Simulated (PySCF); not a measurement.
## Stretching HCl

Set-up: PySCF, no relativity, basis sets H def2-TZVP, Cl def2-TZVP. Energies in eV from H + Cl in their ground configurations at the same level. State: ¹Σ⁺ (singlet), closed shell.

```tsv
R (Å)	PBE0
1.101	-3.792
1.152	-4.185
1.203	-4.409
1.242	-4.492
1.280	-4.516
1.318	-4.492
1.370	-4.402
1.434	-4.220
1.510	-3.930
1.613	-3.475
```

Q: Put a parabola through the three lowest points of the PBE0 curve and estimate Re, k and ωe (reduced mass 0.9796 u; 1 eV/Å² = 0.16022 mdyn/Å; ωe = 1302.8·√(k/μ) cm⁻¹).

A: Through R = 1.242, 1.28, 1.318 Å the second-order coefficient is 16.6 eV/Å², so Re ≈ 1.280 Å, k ≈ 5.33 mdyn/Å and ωe ≈ 3038 cm⁻¹. A polynomial fit of higher order to the unrounded PBE0 energies gives Re = 1.279 Å, k = 5.19 mdyn/Å, ωe = 2998 cm⁻¹; anharmonicity and rounding make the difference.

The higher-order fit for each curve: PBE0: Re = 1.279 Å, ωe = 2998 cm⁻¹, De = 4.52 eV.
